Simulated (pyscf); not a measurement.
Elementary routes open to H₂N–NH₂ (SMILES NN) + H• (SMILES [H]) in the gas phase (doublet surface):
A. •HN–NH₂ (SMILES [NH]N) + H₂ (SMILES [H][H]) (H–N broken; H–H formed)
B. NH₃ (SMILES N) + NH₂• (SMILES [NH2]) (N–N broken; H–N formed)

Single points on ωB97X-D3(BJ)/def2-SVP structures (PySCF, gas phase).

Q: Rank the routes by free-energy barrier at 900 K, lowest first, for ωB97M-D3(BJ)/def2-TZVP energies (ideal gas, 1 atm, RRHO with modes under 100 cm⁻¹ raised to 100, one conformer, R ln 2 for chiral ones without a mode under 150 cm⁻¹).

A: A (22.5 kcal/mol), B (33.4 kcal/mol)

Route A is the fastest of these, ahead of the next by 11.0 kcal/mol. The most stable products are those of B (ΔG = -47.1 kcal/mol), whose barrier is 11.0 kcal/mol higher: the kinetic and the thermodynamic product differ. At 298 K A is still the fastest. Only these routes are compared; each barrier is that of the saddle found, and lower ones may exist.
